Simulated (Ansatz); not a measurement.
# CH₂BCl: functionals against CCSD(T) at one geometry

The atoms stand at a frame of a short trajectory. How far do the functionals agree with CCSD(T) there?

Program: Ansatz 0.2.0, Gaussian basis. Level of theory: single points in def2-TZVPP. These are calculated values, not measurements.

Cores are frozen in the correlated methods.

## 1. The starting structure

SMILES `B=CCl`, 5 atoms, charge 0, spin multiplicity 1.

Atoms are counted from 1 here; the program's logs count them from 0.

Bond lengths: B1–C2 1.365 Å, B1–H4 1.184 Å, C2–Cl3 1.775 Å, C2–H5 1.109 Å. Angles: C2–B1–H4 173.1°, B1–C2–Cl3 118.5°, B1–C2–H5 132.9°, Cl3–C2–H5 106.8°.

Coordinates:

```
B    -0.6788    0.1845   -0.5229
C     0.3111    0.0060    0.4005
Cl    1.6975   -1.0146   -0.0306
H    -1.5027    0.4770   -1.3218
H     0.3579    0.1633    1.4976
```

## 2. PBE-D4/def2-TZVPP

Input file run/in.yaml:

```yaml
crystal:
  periodic: [false, false, false]
  atoms:
    - {symbol: B, position_ang: [-0.678812, 0.184519, -0.522927]}
    - {symbol: C, position_ang: [0.311091, 0.005952, 0.400513]}
    - {symbol: Cl, position_ang: [1.697510, -1.014645, -0.030648]}
    - {symbol: H, position_ang: [-1.502674, 0.477014, -1.321759]}
    - {symbol: H, position_ang: [0.357857, 0.163255, 1.497561]}
basis:
  gaussian: {orbitals: def2-TZVPP}
hamiltonian: {xc: pbe, dispersion: d4}
output: {forces: true}
```

Command:

```console
$ ansatz run in.yaml --threads 2 --pin off --events-out ev --progress --plain --max-ram 3481MiB
```

Standard output:

```text
Functional definition: PBE
  name "PBE"
  cite "Perdew, Burke & Ernzerhof, Phys. Rev. Lett. 77, 3865 (1996) doi:10.1103/PhysRevLett.77.3865"
  parent pbe
  parameter kappa = 0.804
  parameter beta = 0.06672455060314922
  exchange = pbe_x(kappa = kappa, mu = beta*pi^2/3)
  correlation = pbe_c(beta = beta)
761 factors; their error is unknown
mean field evaluation 1: about -14250.9295 eV, gradient 5.9e1 eV
mean field evaluation 2: about -14228.4461 eV, gradient 9.8e1 eV
mean field evaluation 4: about -14258.9344 eV, gradient 1.1e1 eV
mean field evaluation 8: about -14259.3431 eV, gradient 1.6e-1 eV
mean field evaluation 16: about -14259.3263 eV, gradient 4.1e-4 eV
mean field -14259.32630347 eV, -524.0205763341 hartree, gradient 4.5e-5 eV, S^2 0.000000; 0 other end points of the search recorded, 0 dependent functions left out
the calculation of the forces begins
reference -14259.32633995 eV, -524.0205776747 hartree; 15, 15 occupied and 117, 117 virtual orbitals, 761 factors
Total energy: -14259.40851799 eV, -524.0235976617 hartree
Atom 0 at    -0.678812     0.184519    -0.522927 Å, force    -1.105472     0.570771    -0.920442 eV/Å
Atom 1 at     0.311091     0.005952     0.400513 Å, force     1.451496    -0.896882     1.868059 eV/Å
Atom 2 at     1.697510    -1.014645    -0.030648 Å, force    -0.102297     0.142950    -0.270833 eV/Å
Atom 3 at    -1.502674     0.477014    -1.321759 Å, force     0.134812    -0.144698     0.046506 eV/Å
Atom 4 at     0.357857     0.163255     1.497561 Å, force    -0.378539     0.327860    -0.723291 eV/Å
Dipole moment:    -0.296598     0.136910     0.001931 e Å
```

It took 1.2 s on 2 threads of Arm Neoverse V1, shared host; peak memory 0.12 GiB.

## 3. r2SCAN-D4/def2-TZVPP

run/in.yaml, as its differences from that of step 2:

```diff
@@ -10,3 +10,3 @@
   gaussian: {orbitals: def2-TZVPP}
-hamiltonian: {xc: pbe, dispersion: d4}
+hamiltonian: {xc: r2scan, dispersion: d4}
 output: {forces: true}
```

Command:

```console
$ ansatz run in.yaml --threads 2 --pin off --events-out ev --progress --plain --max-ram 3481MiB
```

Standard output (excerpt; [...] marks lines left out):

```text
Functional definition: r2SCAN
  name "r2SCAN"
  cite "Furness, Kaplan, Ning, Perdew & Sun, J. Phys. Chem. Lett. 11, 8208 (2020) doi:10.1021/acs.jpclett.0c02405"
  cite "Furness, Kaplan, Ning, Perdew & Sun, J. Phys. Chem. Lett. 11, 9248 (2020) doi:10.1021/acs.jpclett.0c03077"
  parent r2scan
[...]
761 factors; their error is unknown
[...]
mean field -14264.99990669 eV, -524.2290774066 hartree, gradient 3.3e-5 eV, S^2 0.000000; 0 other end points of the search recorded, 0 dependent functions left out
[...]
reference -14264.99991725 eV, -524.2290777946 hartree; 15, 15 occupied and 117, 117 virtual orbitals, 761 factors
Total energy: -14265.01815861 eV, -524.2297481523 hartree
Atom 0 at    -0.678812     0.184519    -0.522927 Å, force    -1.030219     0.593318    -0.856963 eV/Å
Atom 1 at     0.311091     0.005952     0.400513 Å, force     1.353403    -0.916359     1.916216 eV/Å
Atom 2 at     1.697510    -1.014645    -0.030648 Å, force    -0.196934     0.216348    -0.247728 eV/Å
Atom 3 at    -1.502674     0.477014    -1.321759 Å, force     0.268990    -0.195618     0.176033 eV/Å
Atom 4 at     0.357857     0.163255     1.497561 Å, force    -0.395239     0.302310    -0.987558 eV/Å
Dipole moment:    -0.329713     0.153384    -0.004708 e Å
```

Wall time 2.3 s (2 threads of Arm Neoverse V1, shared host); peak memory 0.14 GiB.

## 4. PBE0-D4/def2-TZVPP

run/in.yaml, as its differences from that of step 3:

```diff
@@ -10,3 +10,3 @@
   gaussian: {orbitals: def2-TZVPP}
-hamiltonian: {xc: r2scan, dispersion: d4}
-output: {forces: true}
+hamiltonian: {xc: pbe0, dispersion: d4}
+output: {forces: true, orbitals: {seedname: orbitals}}
```

Command:

```console
$ ansatz run in.yaml --threads 2 --pin off --events-out ev --progress --plain --max-ram 3481MiB
```

Standard output (excerpt; [...] marks lines left out):

```text
Functional definition: PBE0
  name "PBE0"
  cite "Adamo & Barone, J. Chem. Phys. 110, 6158 (1999) doi:10.1063/1.478522"
  cite "Perdew, Burke & Ernzerhof, Phys. Rev. Lett. 77, 3865 (1996) doi:10.1103/PhysRevLett.77.3865"
  parent pbe
[...]
792 factors; their error is unknown
[...]
mean field -14260.53592985 eV, -524.0650292836 hartree, gradient 2.8e-5 eV, S^2 0.000000; 0 other end points of the search recorded, 0 dependent functions left out
[...]
reference -14260.53595705 eV, -524.0650302833 hartree; 15, 15 occupied and 117, 117 virtual orbitals, 792 factors
Total energy: -14260.60406885 eV, -524.0675333455 hartree
Atom 0 at    -0.678812     0.184519    -0.522927 Å, force    -0.914673     0.600726    -0.757257 eV/Å
Atom 1 at     0.311091     0.005952     0.400513 Å, force     1.459843    -1.070376     1.805731 eV/Å
Atom 2 at     1.697510    -1.014645    -0.030648 Å, force    -0.369691     0.350486    -0.191688 eV/Å
Atom 3 at    -1.502674     0.477014    -1.321759 Å, force     0.230564    -0.194502     0.151723 eV/Å
Atom 4 at     0.357857     0.163255     1.497561 Å, force    -0.406043     0.313667    -1.008509 eV/Å
Dipole moment:    -0.343455     0.155845    -0.013376 e Å
```

It took 1.6 s on 2 threads of Arm Neoverse V1, shared host; peak memory 0.2 GiB.

## 5. wB97M-V/def2-TZVPP

run/in.yaml, as its differences from that of step 4:

```diff
@@ -10,3 +10,3 @@
   gaussian: {orbitals: def2-TZVPP}
-hamiltonian: {xc: pbe0, dispersion: d4}
-output: {forces: true, orbitals: {seedname: orbitals}}
+hamiltonian: {xc: {name: wB97M-V}}
+output: {forces: true}
```

Command:

```console
$ ansatz run in.yaml --threads 2 --pin off --events-out ev --progress --plain --max-ram 3481MiB
```

Standard output (excerpt; [...] marks lines left out):

```text
Functional definition: wB97M-V
  name "wB97M-V"
  cite "Mardirossian & Head-Gordon, J. Chem. Phys. 144, 214110 (2016) doi:10.1063/1.4952647"
  cite "Becke, J. Chem. Phys. 107, 8554 (1997) doi:10.1063/1.475007"
  cite "Vydrov & Van Voorhis, J. Chem. Phys. 133, 244103 (2010) doi:10.1063/1.3521275"
  # Of w^i u^j: cxij and so on, Table III.
[...]
  gx(w, u) = 1 - cx + cx01*u + cx10*w
  gss(w, u) = css00 + css04*u^4 + css10*w + css20*w^2 + css43*w^4*u^3
  gos(w, u) = cos00 + cos10*w + (cos20 + cos21*u)*w^2 + (cos60 + cos61*u)*w^6
[...]
      + integral(e_c_pw_mod_opposite_spin*gos(b97_w_opposite, b97_u_opposite)) + vv10(b, c)
777 factors; their error is unknown
167 factors; integrals over basis functions are off by at most 2.6e-5 eV
[...]
mean field -14265.57816053 eV, -524.2503278434 hartree, gradient 2.0e-5 eV, S^2 0.000000; 0 other end points of the search recorded, 0 dependent functions left out
[...]
reference -14265.57820242 eV, -524.2503293826 hartree; 15, 15 occupied and 117, 117 virtual orbitals, 777 factors
Total energy: -14265.57820242 eV, -524.2503293826 hartree
Atom 0 at    -0.678812     0.184519    -0.522927 Å, force    -0.899457     0.649410    -0.741313 eV/Å
Atom 1 at     0.311091     0.005952     0.400513 Å, force     1.171727    -0.946232     1.796790 eV/Å
Atom 2 at     1.697510    -1.014645    -0.030648 Å, force    -0.187693     0.222920    -0.245395 eV/Å
Atom 3 at    -1.502674     0.477014    -1.321759 Å, force     0.338408    -0.244099     0.263941 eV/Å
Atom 4 at     0.357857     0.163255     1.497561 Å, force    -0.422986     0.318001    -1.074023 eV/Å
Dipole moment:    -0.357868     0.159418    -0.020240 e Å
```

Wall time 5 s (2 threads of Arm Neoverse V1, shared host); peak memory 0.25 GiB.

## 6. CCSD(T)/def2-TZVPP

run/in.yaml, as its differences from that of step 5:

```diff
@@ -10,3 +10,3 @@
   gaussian: {orbitals: def2-TZVPP}
-hamiltonian: {xc: {name: wB97M-V}}
+correlation: {method: ccsd_t}
 output: {forces: true}
```

Command:

```console
$ ansatz run in.yaml --threads 2 --pin off --events-out ev --progress --plain --max-ram 3481MiB
```

Standard output (excerpt; [...] marks lines left out):

```text
Functional definition: HF
  name "HF"
  cite "Fock, Z. Phys. 61, 126 (1930) doi:10.1007/BF01340294"
  parent pbe
[...]
786 factors; integrals over basis functions are off by at most 1.2e-3 eV
[...]
mean field -14235.97931855 eV, -523.1625904635 hartree, gradient 3.3e-6 eV, S^2 0.000000; 0 other end points of the search recorded, 0 dependent functions left out
7 core orbitals not correlated: weight in the atoms' cores, before any rotation towards them, 1.000 or more for the frozen orbitals, at most 0.000 for the correlated occupied ones
reference -14235.97931855 eV, -523.1625904635 hartree; 8, 8 occupied and 117, 117 virtual orbitals, 786 factors
second order -11.90587803 eV of doubles, -0.00000000 eV of singles
cycle   1  -12.43657838 eV  change   -5.3e-1 eV  update   7.8e-2
[...]
cycle  14  -12.83850524 eV  change    4.4e-7 eV  update   1.6e-6
perturbative correction -0.58991877 eV, -0.0216791150 hartree
[...]
Total energy: -14249.40774257 eV, -523.6560759438 hartree
Atom 0 at    -0.678812     0.184519    -0.522927 Å, force    -1.411374     0.662278    -1.160142 eV/Å
Atom 1 at     0.311091     0.005952     0.400513 Å, force     1.673303    -0.923835     2.315431 eV/Å
Atom 2 at     1.697510    -1.014645    -0.030648 Å, force    -0.078921     0.129969    -0.294490 eV/Å
Atom 3 at    -1.502674     0.477014    -1.321759 Å, force     0.259805    -0.188385     0.158975 eV/Å
Atom 4 at     0.357857     0.163255     1.497561 Å, force    -0.442812     0.319973    -1.019774 eV/Å
Dipole moment:    -0.335736     0.154227    -0.011580 e Å
```

Wall time 39 s (2 threads of Arm Neoverse V1, shared host); peak memory 1.1 GiB.

## 7. Side by side

| method | RMS force component (eV/Å) | RMS error against CCSD(T) (eV/Å) | angle to CCSD(T) forces (°) | dipole (D) |
| --- | --- | --- | --- | --- |
| PBE-D4 | 0.805 | 0.189 | 4.7 | 1.57 |
| r2SCAN-D4 | 0.817 | 0.188 | 6.1 | 1.75 |
| PBE0-D4 | 0.816 | 0.243 | 11.6 | 1.81 |
| wB97M-V | 0.779 | 0.259 | 10.8 | 1.88 |
| CCSD(T) | 0.979 | reference | reference | 1.78 |

Energy less the free neutral atoms in their ground states at the same level (atoms from separate runs):

Differences are taken before rounding.

| method | rung | energy less atoms (eV) | from CCSD(T) (eV) |
| --- | --- | --- | --- |
| PBE-D4 | GGA | -17.956 | -1.279 |
| r2SCAN-D4 | meta-GGA | -17.505 | -0.828 |
| PBE0-D4 | hybrid | -17.535 | -0.857 |
| wB97M-V | range-separated hybrid | -17.440 | -0.763 |
| Hartree-Fock | wavefunction | -12.553 | +4.124 |
| MP2 | wavefunction | -17.164 | -0.487 |
| CCSD | wavefunction | -16.335 | +0.342 |
| CCSD(T) | wavefunction | -16.677 | 0 |

What each level took, beside its miss in the forces (shared host):

| method | time | RMS force error (eV/Å) |
| --- | --- | --- |
| PBE-D4 | 1.2 s | 0.189 |
| r2SCAN-D4 | 2.3 s | 0.188 |
| PBE0-D4 | 1.6 s | 0.243 |
| wB97M-V | 5 s | 0.259 |
| CCSD(T) | 39 s | 0 |

## 8. What came out

| quantity | value |
| --- | --- |
| energy less free atoms, CCSD(T)/def2-TZVPP | -16.677 eV |
| RMS force component | 0.779 to 0.979 eV/Å over the methods |
| RMS force error | PBE-D4 0.189, r2SCAN-D4 0.188, PBE0-D4 0.243, wB97M-V 0.259 eV/Å |
| HOMO and LUMO, PBE0-D4 | -6.71 and -2.43 eV |
| T1 diagnostic | 0.012 |

**Reading.** Against CCSD(T) the functionals' energies less atoms differ by -1.279 to -0.763 eV, PBE-D4 by -1.279 eV. CCSD(T) in triple zeta still lacks some correlation energy of the bonds, so part of these gaps is its own basis error and they don't rank the functionals. The forces of r2SCAN-D4 come nearest to CCSD(T), those of wB97M-V are farthest. Frozen-core CCSD(T) forces in triple zeta carry basis errors of their own, and this is one geometry, so small gaps rank nothing.
